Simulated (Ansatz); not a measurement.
Candidates: fcc Pb, fcc Ir, bcc Li, fcc Ag, fcc Al, diamond-structure Si. Level: r²SCAN in Ansatz (PAW).

Ansatz's runs of these crystals have no spin polarisation.

Spin–orbit coupling is left out, also for the solids with elements from indium on (fcc Pb, fcc Ir); its size isn't shown.

Ansatz's density-functional and Hartree–Fock values are scalar-relativistic unless marked +SOC, with PAW data made under PBE.

### Question
Order them by their equilibrium lattice constant a at this level, smallest first.

### Answer
bcc Li (3.477 Å), fcc Ir (3.844 Å), fcc Al (3.992 Å), fcc Ag (4.104 Å), fcc Pb (4.994 Å), diamond-structure Si (5.444 Å)

Ansatz is a program for electronic structure.
